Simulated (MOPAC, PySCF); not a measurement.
C4H6, SMILES `C(=C)C=C` (C–C–C–C torsion 180°), neutral singlet in the gas phase. 

Z-matrix (Å, degrees):
```
C
C 1 1.3342
H 2 1.0816 1 121.74
H 2 1.0840 3 116.97 1 -179.99
H 1 1.0866 2 119.48 3 0.00
C 1 1.4517 5 116.33 2 -180.00
C 6 1.3342 1 124.19 5 0.00
H 7 1.0816 6 121.74 1 -180.00
H 7 1.0840 8 116.97 6 -180.00
H 6 1.0866 7 119.48 8 0.00
```
Charge 0, spin multiplicity 1.

All levels are single points at this geometry (B3LYP-D3(BJ)/def2-TZVPD); Pople sets use spherical d functions. Orbital energies aren't observables, and empty levels follow the basis.

```tsv
level	HOMO (eV)	LUMO (eV)	gap (eV)	dipole (D)	vertical IE, Delta-SCF (eV)
B3LYP-D3(BJ)/def2-TZVPD in PySCF	-6.62	-1.12	5.50	0.00	–
B3LYP/6-311+G** in PySCF	-6.62	-1.14	5.49	0.00	–
BP86/6-31G* in PySCF	-5.56	-1.46	4.10	0.00	–
M06-2X/6-31G* in PySCF	-7.66	0.46	8.12	0.00	–
PBE/6-31G* in PySCF	-5.47	-1.37	4.10	0.00	8.67
HF/6-31G* in PySCF	-8.64	3.50	12.14	0.00	–
AM1 in MOPAC	-9.36	0.42	9.79	0.00	–
PM3 in MOPAC	-9.45	0.22	9.67	0.00	–
PM7 in MOPAC	-9.62	0.07	9.69	0.00	–
```
